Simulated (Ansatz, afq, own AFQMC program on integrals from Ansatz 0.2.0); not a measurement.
**CHN, quintet in cc-pVDZ, levels against CCSDT(Q)**

```yaml
atoms:
  - { symbol: N, position_ang: [0.0000, 0.0792, 0.6323] }
  - { symbol: C, position_ang: [0.0000, -0.1496, -0.6235] }
  - { symbol: H, position_ang: [0.0000, 0.6827, -1.3569] }
```

Connectivity, by distances: N–CH.

Basis cc-pVDZ. Noble-gas cores (and the filled d shells of Ga–Kr and In–Xe) are frozen. Integrals, coupled cluster, full CI and functionals: Ansatz 0.2.0; the random walks run on the same integrals in our own AFQMC program. ph-AFQMC/CISD is guided by a CISD state made of CCSD amplitudes; releasing the constraint for a short imaginary time cuts its bias at the price of noise, slowly where states lie close. Error bars are statistical, one sigma.

Determinant: ROHF, the one that the program's search chose, which needn't be the lowest solution. The geometry is a PBE0/def2-TZVP stationary point of this or a neighbouring charge and spin state.

No full CI on the walks' own integrals is used here; CCSDT(Q) serves as the reference and is uncertain by about the last step of the cluster series.

Cautions: another spin lies lower (by 8.16 eV); the released energies have errors that jump between times, so the bars are unsure, so no released level is given (meV from the phaseless value at times in 1/Eh: -2.1 ± 1.5 at 0.24, -4.3 ± 1.3 at 0.51, -2.5 ± 1.7 at 0.99, -11 ± 7 at 1.62, -6.6 ± 1.6 at 2.40), though the last usable value meets CCSDT(Q) within the noise.

The T1 diagnostic is 0.0212. The weight of the determinant in the CISD state is 0.922 and the size of the correlated space is 10 electrons in 31 orbitals.

Reference: CCSDT(Q), correlation energy -5.717 eV.

```
        level  E − E(reference) (kJ/mol)  share of correlation (%)
           HF                      551.7                      0.00
          MP2                       92.0                     83.32
         CCSD                       11.5                     97.92
      CCSD(T)                        2.2                     99.61
        CCSDT                        0.5                     99.92
ph-AFQMC/CISD                  0.4 ± 0.2                     99.94
```

A walk keeps the symmetry of its determinant, which the program's search chose and which needn't be the lowest solution, so a lower state of the same spin and another symmetry isn't excluded.
